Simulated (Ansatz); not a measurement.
# PH3+ (doublet): from Hartree-Fock to the top rungs at distance P1–H2 = 1.104 Å, cc-pVDZ

How much of the correlation energy of PH3+ (doublet) does each wave-function method recover here?

The runs use Ansatz 0.2.0, Gaussian basis; cc-pVDZ, core rule «outside noble gas», up to 5 orbitals frozen.

The runs, in order: UHF; CCSD(T) on ROHF; CCSD(T) on UHF; BCCD(T) on ROHF; CISD as a restricted active space (open shells left free, so some higher excitations enter); CCSDT(Q) on ROHF; CCSDT(Q) on UHF; CCSDTQ on ROHF; CCSDTQ on UHF; CASSCF and MRCISD+Q, 3 electrons in 3 orbitals; CASSCF and NEVPT2, 3 electrons in 3 orbitals; CASSCF and MRCISD+Q, 7 electrons in 7 orbitals; CASSCF and NEVPT2, 7 electrons in 7 orbitals; Full CI.

**1. The geometry**

The geometry derives from a PBE0/def2-TZVP stationary point (not a proven minimum). One bond is set to the value named and the two fragments are kept rigid.

4 atoms, charge 1, spin multiplicity 2.

Atoms are counted from 1 here; the program's logs count them from 0.

Bond lengths: P1–H2 1.104 Å, P1–H3 1.405 Å, P1–H4 1.405 Å. Angles: H2–P1–H3 113.3°, H2–P1–H4 113.3°, H3–P1–H4 113.3°.

**2. UHF**

Input file in.yaml:

```yaml
crystal:
  periodic: [false, false, false]
  atoms:
    - {symbol: P, position_ang: [0.008671, 0.000048, -0.030570]}
    - {symbol: H, position_ang: [1.072841, 0.011484, 0.263077]}
    - {symbol: H, position_ang: [-0.681817, 1.166878, 0.336549]}
    - {symbol: H, position_ang: [-0.657493, -1.179824, 0.339794]}
basis:
  gaussian: {orbitals: cc-pVDZ}
total_charge: 1
magnetization: {spin_polarized: true, initial_magnetization: 1}
hamiltonian: {xc: hf}
output: {orbitals: {seedname: orbitals}}
```

Command:

```
> ansatz run in.yaml --threads 1 --pin off --events-out ev --progress --plain --max-ram 2816MiB --backend cpu
```

The runs that follow: CCSD(T) on ROHF; CCSD(T) on UHF; BCCD(T) on ROHF; CISD as a restricted active space (open shells left free, so some higher excitations enter); CCSDT(Q) on ROHF; CCSDT(Q) on UHF; CCSDTQ on ROHF; CCSDTQ on UHF; CASSCF and MRCISD+Q, 3 electrons in 3 orbitals; CASSCF and NEVPT2, 3 electrons in 3 orbitals; CASSCF and MRCISD+Q, 7 electrons in 7 orbitals; CASSCF and NEVPT2, 7 electrons in 7 orbitals; Full CI.

Before running them: what should the planned runs give, taken together? Wanted: FCI from the RHF energy; RMP2 from FCI; UMP2 from FCI; RCCSD from FCI; RCCSD(T) from FCI; UCCSD(T) from FCI; RCCSDT(Q) from FCI; UCCSDT(Q) from FCI; NEVPT2 pair from FCI.

As calculated:

| quantity | value |
| --- | --- |
| FCI from the ROHF energy | -3.6561 eV |
| RMP2 from FCI | +791.6 meV |
| UMP2 from FCI | +785.4 meV |
| RCCSD from FCI | +81.8 meV |
| RCCSD(T) from FCI | +16.8 meV |
| UCCSD(T) from FCI | +16.4 meV |
| RCCSDT(Q) from FCI | +0.2 meV |
| UCCSDT(Q) from FCI | -0.1 meV |
| NEVPT2 pair from FCI | +785.4 meV |
| MRCISD+Q pair from FCI | -9.2 meV |
| NEVPT2 valence from FCI | +670.5 meV |
| levels within 1 kcal/mol (43 meV) | RCCSD(T), UCCSD(T), BCCD(T), RCCSDT, UCCSDT, RCCSDT(Q), UCCSDT(Q), RCCSDTQ, UCCSDTQ, MRCISD+Q pair, MRCISD+Q valence |
| T1 diagnostic | 0.016 |
| effectively unpaired electrons | 1.03 |

**Reading.** RCCSD(T) lands +16.8 meV from the yardstick (0.5 % of the correlation energy). MRCISD+Q pair falls below full CI: the +Q correction isn't variational, and the cores differ from full CI's. One determinant dominates. Of the multireference levels listed MRCISD+Q pair comes nearest in total energy (-9.2 meV), which doesn't show that its space is the better one. These misses are within one basis, not against nature; the frozen cores of restricted and unrestricted runs differ, which can shift their rows.

Levels on UHF freeze UHF's core orbitals, full CI those of ROHF, so the U rows can settle a little off it for that reason alone.

With open shells the CI space here admits some higher excitations, so it is larger than plain CISD.
